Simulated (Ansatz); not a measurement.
# C2H3S radical: a barrier at many levels of theory, part 3 of 3

Ansatz 0.2.0, Gaussian basis. Earlier steps stand in the parts before.

## 16. RPA on PBE/def2-TZVPP

The inputs:

r/in.yaml

```yaml
crystal:
  periodic: [false, false, false]
  atoms:
    - {symbol: C, position_ang: [-1.102670, 0.113548, 0.174112]}
    - {symbol: C, position_ang: [-0.434591, 0.987536, -0.308151]}
    - {symbol: S, position_ang: [1.382071, -1.318051, -0.477467]}
    - {symbol: H, position_ang: [-1.701787, -0.658613, 0.597632]}
    - {symbol: H, position_ang: [0.150629, 1.765629, -0.740142]}
    - {symbol: H, position_ang: [1.706449, -0.890046, 0.754017]}
basis:
  gaussian: {orbitals: def2-TZVPP}
magnetization: {spin_polarized: true, initial_magnetization: 1}
hamiltonian: {xc: pbe}
correlation: {method: rpa}
```

ts/in.yaml

```yaml
crystal:
  periodic: [false, false, false]
  atoms:
    - {symbol: C, position_ang: [-0.840606, 0.015195, 0.104673]}
    - {symbol: C, position_ang: [-0.450315, 1.082140, -0.324040]}
    - {symbol: S, position_ang: [1.092333, -1.397238, -0.353539]}
    - {symbol: H, position_ang: [-1.449042, -0.741693, 0.545807]}
    - {symbol: H, position_ang: [0.018438, 1.941821, -0.744772]}
    - {symbol: H, position_ang: [1.629292, -0.900224, 0.771872]}
basis:
  gaussian: {orbitals: def2-TZVPP}
magnetization: {spin_polarized: true, initial_magnetization: 1}
hamiltonian: {xc: pbe}
correlation: {method: rpa}
```

p/in.yaml

```yaml
crystal:
  periodic: [false, false, false]
  atoms:
    - {symbol: C, position_ang: [-0.367594, -0.034736, 0.087572]}
    - {symbol: C, position_ang: [-0.682545, 1.139064, -0.380747]}
    - {symbol: S, position_ang: [1.172181, -0.843794, -0.264936]}
    - {symbol: H, position_ang: [-1.069771, -0.615080, 0.680845]}
    - {symbol: H, position_ang: [-0.267041, 1.931907, -0.981413]}
    - {symbol: H, position_ang: [1.214870, -1.577363, 0.858678]}
basis:
  gaussian: {orbitals: def2-TZVPP}
magnetization: {spin_polarized: true, initial_magnetization: 1}
hamiltonian: {xc: pbe}
correlation: {method: rpa}
```

Each run has its own folder and the same command.

Launch:

```console
$ ansatz run in.yaml --threads 2 --pin off --events-out ev --progress --plain --max-ram 4352MiB
```

r printed (excerpt; [...] marks lines left out):

```text
Functional definition: PBE
  name "PBE"
  cite "Perdew, Burke & Ernzerhof, Phys. Rev. Lett. 77, 3865 (1996) doi:10.1103/PhysRevLett.77.3865"
  parent pbe
[...]
845 factors; integrals over basis functions are off by at most 9.8e-4 eV
[...]
mean field -12948.18101276 eV, -475.8368756265 hartree, gradient 7.2e-6 eV, S^2 0.753140; 5 other end points of the search recorded, 0 dependent functions left out
7 core orbitals not correlated: weight in the atoms' cores, before any rotation towards them, 1.000 or more for the frozen orbitals, at most 0.000 for the correlated occupied ones
reference -12922.93637826 eV, -474.9091524201 hartree; 9, 8 occupied and 130, 131 virtual orbitals, 845 factors
Total energy: -12944.76828615 eV, -475.7114602370 hartree
```

ts printed (excerpt; [...] marks lines left out):

```text
[... 4 set-up lines as earlier in the session ...]
[...]
844 factors; integrals over basis functions are off by at most 9.9e-4 eV
[...]
mean field -12948.20231634 eV, -475.8376585189 hartree, gradient 2.2e-6 eV, S^2 0.756856; 3 other end points of the search recorded, 0 dependent functions left out
7 core orbitals not correlated: weight in the atoms' cores, before any rotation towards them, 1.000 or more for the frozen orbitals, at most 0.000 for the correlated occupied ones
reference -12922.51405170 eV, -474.8936322053 hartree; 9, 8 occupied and 130, 131 virtual orbitals, 844 factors
Total energy: -12944.63346504 eV, -475.7065056526 hartree
```

Output in p (excerpt; [...] marks lines left out):

```text
[... 4 set-up lines as earlier in the session ...]
[...]
852 factors; integrals over basis functions are off by at most 7.5e-4 eV
[...]
mean field -12948.85482594 eV, -475.8616378041 hartree, gradient 6.0e-6 eV, S^2 0.758761; 0 other end points of the search recorded, 0 dependent functions left out
7 core orbitals not correlated: weight in the atoms' cores, before any rotation towards them, 1.000 or more for the frozen orbitals, at most 0.000 for the correlated occupied ones
reference -12923.34476391 eV, -474.9241603159 hartree; 9, 8 occupied and 130, 131 virtual orbitals, 852 factors
Total energy: -12945.18693503 eV, -475.7268452996 hartree
```

They took 3.3 s (r), 2.7 s (ts), 2.4 s (p) on 2 threads of Intel Xeon 6975P-C, shared host.

Barrier 13.0 kJ/mol; end less start -40.4 kJ/mol.

## 17. CCSD(T)/def2-TZVPP

The same edit goes into each in.yaml of step 16 (r, ts, p):

```diff
-hamiltonian: {xc: pbe}
-correlation: {method: rpa}
+correlation: {method: ccsd_t}
+scf: {omitted_lower_state_checks: [cluster_reference]}
```

The same command starts each run, in its folder.

Launch:

```console
$ ansatz run in.yaml --threads 2 --pin off --events-out ev --progress --plain --max-ram 4352MiB
```

Log of r (excerpt; [...] marks lines left out):

```text
Functional definition: HF
  name "HF"
  cite "Fock, Z. Phys. 61, 126 (1930) doi:10.1007/BF01340294"
[... 1 set-up line as earlier in the session ...]
[...]
845 factors; integrals over basis functions are off by at most 9.8e-4 eV
[...]
mean field -12923.89177431 eV, -474.9442625775 hartree, gradient 2.8e-6 eV, S^2 0.764369; 6 other end points of the search recorded, 0 dependent functions left out
[...]
reference -12923.89177431 eV, -474.9442625775 hartree; 9, 8 occupied and 130, 131 virtual orbitals, 845 factors
second order -12.75100312 eV of doubles, -0.00000000 eV of singles
cycle   1  -13.20518344 eV  change   -4.5e-1 eV  update   8.6e-2
[...]
cycle  10  -13.70509302 eV  change    1.4e-5 eV  update   1.0e-5
perturbative correction -0.64614753 eV, -0.0237454836 hartree
Total energy: -12938.24301486 eV, -475.4716609398 hartree
Checks for a lower state left out: cluster_reference
```

Output in ts (excerpt; [...] marks lines left out):

```text
[... 4 set-up lines as earlier in the session ...]
[...]
844 factors; integrals over basis functions are off by at most 9.9e-4 eV
[...]
mean field -12923.60463525 eV, -474.9337104116 hartree, gradient 1.6e-6 eV, S^2 0.941532; 4 other end points of the search recorded, 0 dependent functions left out
[...]
reference -12923.60463525 eV, -474.9337104116 hartree; 9, 8 occupied and 130, 131 virtual orbitals, 844 factors
second order -12.56191471 eV of doubles, -0.00000000 eV of singles
cycle   1  -13.12249342 eV  change   -5.6e-1 eV  update   1.0e-1
[...]
cycle  17  -13.79806871 eV  change    7.6e-6 eV  update   4.4e-6
perturbative correction -0.68096821 eV, -0.0250251203 hartree
Total energy: -12938.08367217 eV, -475.4658052042 hartree
Checks for a lower state left out: cluster_reference
```

Output in p (excerpt; [...] marks lines left out):

```text
[... 4 set-up lines as earlier in the session ...]
[...]
852 factors; integrals over basis functions are off by at most 7.5e-4 eV
[...]
mean field -12924.42780343 eV, -474.9639612841 hartree, gradient 1.7e-6 eV, S^2 0.957655; 1 other end points of the search recorded, 0 dependent functions left out
[...]
reference -12924.42780343 eV, -474.9639612841 hartree; 9, 8 occupied and 130, 131 virtual orbitals, 852 factors
second order -12.32491674 eV of doubles, -0.00000000 eV of singles
cycle   1  -12.96571864 eV  change   -6.4e-1 eV  update   9.5e-2
[...]
cycle  15  -13.58680495 eV  change    8.4e-6 eV  update   6.6e-6
perturbative correction -0.64840860 eV, -0.0238285765 hartree
Total energy: -12938.66301698 eV, -475.4870957331 hartree
Checks for a lower state left out: cluster_reference
```

Wall times: 19 s (r), 24 s (ts), 20 s (p) on 2 threads of Intel Xeon 6975P-C, shared host; peak memory 2.2 GiB.

This gives 15.4 kJ/mol for the barrier and -40.5 kJ/mol for the step.

## 18. MP2/def2-QZVPP

The same edit goes into each in.yaml of step 17 (r, ts, p):

```diff
-  gaussian: {orbitals: def2-TZVPP}
+  gaussian: {orbitals: "def2-QZVPP.json"}
-correlation: {method: ccsd_t}
+correlation: {method: mp2}
```

The basis file named in the input lies beside it (Basis Set Exchange, JSON).

One command serves all of them, each in its own folder.

Launch:

```console
$ ansatz run in.yaml --threads 2 --pin off --events-out ev --progress --plain --max-ram 4352MiB
```

r printed (excerpt; [...] marks lines left out):

```text
[... 4 set-up lines as earlier in the session ...]
[...]
1626 factors; integrals over basis functions are off by at most 8.0e-4 eV
[...]
mean field -12924.29255346 eV, -474.9589909397 hartree, gradient 8.9e-6 eV, S^2 0.765144; 6 other end points of the search recorded, 0 dependent functions left out
7 core orbitals not correlated: weight in the atoms' cores, before any rotation towards them, 1.000 or more for the frozen orbitals, at most 0.000 for the correlated occupied ones
reference -12924.29255346 eV, -474.9589909397 hartree; 9, 8 occupied and 258, 259 virtual orbitals, 1626 factors
second order -13.69622284 eV of doubles, -0.00000000 eV of singles
Total energy: -12937.98877631 eV, -475.4623178454 hartree
Checks for a lower state left out: cluster_reference
```

Output in ts (excerpt; [...] marks lines left out):

```text
[... 4 set-up lines as earlier in the session ...]
[...]
1624 factors; integrals over basis functions are off by at most 6.3e-4 eV
[...]
mean field -12924.00429238 eV, -474.9483975403 hartree, gradient 6.9e-6 eV, S^2 0.941570; 3 other end points of the search recorded, 0 dependent functions left out
7 core orbitals not correlated: weight in the atoms' cores, before any rotation towards them, 1.000 or more for the frozen orbitals, at most 0.000 for the correlated occupied ones
reference -12924.00429238 eV, -474.9483975403 hartree; 9, 8 occupied and 258, 259 virtual orbitals, 1624 factors
second order -13.50692714 eV of doubles, -0.00000000 eV of singles
Total energy: -12937.51121953 eV, -475.4447679575 hartree
Checks for a lower state left out: cluster_reference
```

Output in p (excerpt; [...] marks lines left out):

```text
[... 4 set-up lines as earlier in the session ...]
[...]
1635 factors; integrals over basis functions are off by at most 8.7e-4 eV
[...]
mean field -12924.82946773 eV, -474.9787221749 hartree, gradient 2.3e-6 eV, S^2 0.957587; 1 other end points of the search recorded, 0 dependent functions left out
7 core orbitals not correlated: weight in the atoms' cores, before any rotation towards them, 1.000 or more for the frozen orbitals, at most 0.000 for the correlated occupied ones
reference -12924.82946773 eV, -474.9787221749 hartree; 9, 8 occupied and 258, 259 virtual orbitals, 1635 factors
second order -13.26972320 eV of doubles, -0.00000000 eV of singles
Total energy: -12938.09919092 eV, -475.4663755078 hartree
Checks for a lower state left out: cluster_reference
```

Times: 16 s (r), 11 s (ts), 8.5 s (p) on 2 threads of Intel Xeon 6975P-C, shared host; peak memory 0.87 GiB.

This gives 46.1 kJ/mol for the barrier and -10.7 kJ/mol for the step.

## 19. Vibrations of the start structure

Input file vib-r/in.yaml:

```yaml
crystal:
  periodic: [false, false, false]
  atoms:
    - {symbol: C, position_ang: [-1.102670, 0.113548, 0.174112]}
    - {symbol: C, position_ang: [-0.434591, 0.987536, -0.308151]}
    - {symbol: S, position_ang: [1.382071, -1.318051, -0.477467]}
    - {symbol: H, position_ang: [-1.701787, -0.658613, 0.597632]}
    - {symbol: H, position_ang: [0.150629, 1.765629, -0.740142]}
    - {symbol: H, position_ang: [1.706449, -0.890046, 0.754017]}
basis:
  gaussian: {orbitals: def2-TZVP}
magnetization: {spin_polarized: true, initial_magnetization: 1}
hamiltonian: {xc: pbe0, dispersion: d4}
phonons: {temperatures: {t_min: 298.15, t_max: 900, t_step: 200}}
```

Launch:

```console
$ ansatz run in.yaml --threads 2 --pin off --events-out ev --progress --plain --max-ram 4352MiB
```

The program printed (excerpt; [...] marks lines left out):

```text
[... 5 set-up lines as earlier in the session ...]
[...]
763 factors; their error is unknown
[...]
mean field -12949.14555467 eV, -475.8723218881 hartree, gradient 1.1e-5 eV, S^2 0.755010; 2 other end points of the search recorded, 0 dependent functions left out
[...]
Atom 3 at    -1.701787    -0.658613     0.597632 Å, force    -0.000948    -0.000304    -0.000033 eV/Å
Atom 4 at     0.150629     1.765629    -0.740142 Å, force     0.000461     0.000847    -0.000381 eV/Å
Atom 5 at     1.706449    -0.890046     0.754017 Å, force     0.000217    -0.000503    -0.001297 eV/Å
Dipole moment:    -0.131552     0.199147     0.179666 e Å
Vibrations: 67.76 111.45 192.80 329.94 645.26 654.44 771.05 778.01 2059.20 2718.26 3424.77 3523.29 cm⁻¹, zero-point energy 0.947005 eV
```

It took 33 s on 2 threads of Intel Xeon 6975P-C, shared host.

Wavenumbers and character of the modes:

| mode | wavenumber (cm⁻¹) | character |
| --- | --- | --- |
| 1 | 68 | not assigned (largely outside the bonds, angles and torsions drawn) |
| 2 | 111 | not assigned (largely outside the bonds, angles and torsions drawn) |
| 3 | 193 | not assigned (largely outside the bonds, angles and torsions drawn) |
| 4 | 330 | not assigned (largely outside the bonds, angles and torsions drawn) |
| 5 | 645 | bend |
| 6 | 654 | bend |
| 7 | 771 | bend |
| 8 | 778 | bend |
| 9 | 2059 | C–C stretch |
| 10 | 2718 | S–H stretch |
| 11 | 3425 | C–H stretch |
| 12 | 3523 | C–H stretch |

Vibrational sums (real modes only):

| T (K) | entropy (J/mol/K) | heat capacity (J/mol/K) |
| --- | --- | --- |
| 298 | 50.7 | 44.5 |
| 498 | 76.9 | 57.0 |
| 698 | 97.4 | 64.5 |
| 898 | 114.4 | 70.5 |

## 20. Vibrations of the end structure

Input file vib-p/in.yaml:

```yaml
crystal:
  periodic: [false, false, false]
  atoms:
    - {symbol: C, position_ang: [-0.367594, -0.034736, 0.087572]}
    - {symbol: C, position_ang: [-0.682545, 1.139064, -0.380747]}
    - {symbol: S, position_ang: [1.172181, -0.843794, -0.264936]}
    - {symbol: H, position_ang: [-1.069771, -0.615080, 0.680845]}
    - {symbol: H, position_ang: [-0.267041, 1.931907, -0.981413]}
    - {symbol: H, position_ang: [1.214870, -1.577363, 0.858678]}
basis:
  gaussian: {orbitals: def2-TZVP}
magnetization: {spin_polarized: true, initial_magnetization: 1}
hamiltonian: {xc: pbe0, dispersion: d4}
phonons: {temperatures: {t_min: 298.15, t_max: 900, t_step: 200}}
```

Launch:

```console
$ ansatz run in.yaml --threads 2 --pin off --events-out ev --progress --plain --max-ram 4352MiB
```

The program printed (excerpt; [...] marks lines left out):

```text
[... 5 set-up lines as earlier in the session ...]
[...]
763 factors; their error is unknown
[...]
mean field -12949.88399767 eV, -475.8994591676 hartree, gradient 6.9e-5 eV, S^2 0.765924; 0 other end points of the search recorded, 0 dependent functions left out
[...]
Atom 3 at    -1.069771    -0.615080     0.680845 Å, force     0.000344     0.002700    -0.000644 eV/Å
Atom 4 at    -0.267041     1.931907    -0.981413 Å, force    -0.000263     0.001770     0.001648 eV/Å
Atom 5 at     1.214870    -1.577363     0.858678 Å, force    -0.001733     0.000509     0.000363 eV/Å
Dipole moment:    -0.029804    -0.064233     0.143425 e Å
Vibrations: 109.39 337.98 649.35 700.92 809.06 836.09 955.29 1205.35 1636.23 2707.79 3155.82 3288.99 cm⁻¹, zero-point energy 1.016191 eV
```

Run time: 30 s. Hardware: 2 threads of Intel Xeon 6975P-C, shared host.

Wavenumbers and character of the modes:

| mode | wavenumber (cm⁻¹) | character |
| --- | --- | --- |
| 1 | 109 | torsion |
| 2 | 338 | bend |
| 3 | 649 | torsion |
| 4 | 701 | C–S stretch |
| 5 | 809 | bend with torsion |
| 6 | 836 | torsion with bend |
| 7 | 955 | bend |
| 8 | 1205 | bend |
| 9 | 1636 | C–C stretch |
| 10 | 2708 | S–H stretch |
| 11 | 3156 | C–H stretch |
| 12 | 3289 | C–H stretch |

Vibrational sums (real modes only):

| T (K) | entropy (J/mol/K) | heat capacity (J/mol/K) |
| --- | --- | --- |
| 298 | 23.9 | 30.1 |
| 498 | 44.1 | 48.6 |
| 698 | 62.5 | 60.2 |
| 898 | 78.7 | 68.4 |

## 21. All levels side by side

The basis limit takes Hartree-Fock with exponent 7.88 and MP2 correlation with exponent 2.97 from the triple- and quadruple-zeta runs, and adds the coupled-cluster step over MP2 from triple zeta. Where a quadruple-zeta run was CCSD(T), only its Hartree-Fock and MP2 parts are used.

Rows are in def2-TZVPP; times add the 3 runs of a level on a shared host, so small differences are noise.

The saddle's own vibrations were run with its search: 262i cm⁻¹, zero-point energy 0.946 eV.

The barrier:

Differences are taken before rounding.

| method | rung | barrier (kJ/mol) | from CCSD(T)/CBS (kJ/mol) | time |
| --- | --- | --- | --- | --- |
| SPW92 | LDA | -11.7 | -27.2 | 2.5 s |
| PBE-D4 | GGA | -2.4 | -18.0 | 4.3 s |
| BLYP-D4 | GGA | 3.6 | -11.9 | 4.5 s |
| r2SCAN-D4 | meta-GGA | 1.2 | -14.3 | 8.2 s |
| B97M-V | meta-GGA | 8.4 | -7.1 | 14 s |
| PBE0-D4 | hybrid | 3.7 | -11.8 | 6 s |
| B3LYP-D4 | hybrid | 8.0 | -7.5 | 5.6 s |
| r2SCAN0-D4 | hybrid | 5.6 | -9.9 | 11 s |
| BHLYP-D4 | hybrid | 15.4 | -0.2 | 7.8 s |
| CAM-B3LYP-D4 | range-separated hybrid | 12.4 | -3.2 | 8.1 s |
| wB97X-V | range-separated hybrid | 12.4 | -3.1 | 17 s |
| wB97M-V | range-separated hybrid | 12.6 | -3.0 | 20 s |
| B2PLYP | double hybrid | 13.1 | -2.4 | 9.8 s |
| PBE-QIDH | double hybrid | 13.4 | -2.1 | 8.8 s |
| RPA on PBE | RPA | 13.0 | -2.5 | 8.4 s |
| Hartree-Fock | wavefunction | 27.7 | +12.2 |  |
| MP2 | wavefunction | 45.9 | +30.4 |  |
| CCSD | wavefunction | 18.7 | +3.2 |  |
| CCSD(T) | wavefunction | 15.4 | -0.2 | 63 s |
| CCSD(T)/CBS |  | 15.5 | 0 | 97 s |

Among the levels timed on like hardware and quicker than the yardstick, those that no quicker one beats, quickest first: SPW92 (2.5 s, -27.2 kJ/mol); PBE-D4 (4.3 s, -18.0 kJ/mol); BLYP-D4 (4.5 s, -11.9 kJ/mol); B3LYP-D4 (5.6 s, -7.5 kJ/mol); BHLYP-D4 (7.8 s, -0.2 kJ/mol); CCSD(T) (63 s, -0.2 kJ/mol).

For cost: CCSD(T) gets within 0.2 kJ/mol in 63 s, where CCSD(T)/CBS took 97 s; the quickest level in the cost chart, SPW92, takes 2.5 s and misses by 27.2 kJ/mol.

The step energy:

Differences are taken before rounding.

| method | rung | step energy (kJ/mol) | from CCSD(T)/CBS (kJ/mol) |
| --- | --- | --- | --- |
| SPW92 | LDA | -82.3 | -41.7 |
| PBE-D4 | GGA | -65.7 | -25.2 |
| BLYP-D4 | GGA | -39.0 | +1.6 |
| r2SCAN-D4 | meta-GGA | -70.6 | -30.1 |
| B97M-V | meta-GGA | -60.3 | -19.8 |
| PBE0-D4 | hybrid | -71.6 | -31.0 |
| B3LYP-D4 | hybrid | -45.9 | -5.3 |
| r2SCAN0-D4 | hybrid | -73.5 | -32.9 |
| BHLYP-D4 | hybrid | -50.4 | -9.8 |
| CAM-B3LYP-D4 | range-separated hybrid | -48.3 | -7.8 |
| wB97X-V | range-separated hybrid | -55.6 | -15.1 |
| wB97M-V | range-separated hybrid | -47.4 | -6.9 |
| B2PLYP | double hybrid | -39.5 | +1.0 |
| PBE-QIDH | double hybrid | -60.2 | -19.7 |
| RPA on PBE | RPA | -40.4 | +0.2 |
| Hartree-Fock | wavefunction | -51.7 | -11.2 |
| MP2 | wavefunction | -10.6 | +29.9 |
| CCSD | wavefunction | -40.3 | +0.2 |
| CCSD(T) | wavefunction | -40.5 | 0.0 |
| CCSD(T)/CBS |  | -40.6 | 0 |

## 22. Outcome

What follows sums up all 3 parts.

| quantity | value |
| --- | --- |
| barrier, CCSD(T)/CBS | 15.5 kJ/mol |
| reverse barrier, CCSD(T)/CBS | 56.1 kJ/mol |
| step energy, CCSD(T)/CBS | -40.6 kJ/mol |
| barrier with zero-point energy | 15.4 kJ/mol |
| step energy with zero-point energy | -33.9 kJ/mol |
| imaginary mode at the saddle | 262i cm⁻¹ |
| largest T1 diagnostic | 0.036 |

In words: Among the functionals BHLYP-D4 lands nearest to CCSD(T)/CBS (-0.2 kJ/mol) and SPW92 farthest (-27.2 kJ/mol). By rung, the mean size of the error is: LDA 27.2, GGA 14.9, meta-GGA 10.7, hybrid 7.3, range-separated hybrid 3.1, double hybrid 2.3 kJ/mol. PBE-D4 gives a barrier 18.0 kJ/mol too low, outside chemical accuracy (1 kcal/mol, 4.2 kJ/mol). Every functional without exact exchange puts the forward barrier too low. The barrier rises with the share of exact exchange, from BLYP-D4 through B3LYP-D4 to BHLYP-D4 (-11.9, -7.5, -0.2 kJ/mol). Hartree-Fock, with no correlation, is off by +12.2 kJ/mol. The unrestricted reference is spin-contaminated, which hurts MP2 most.
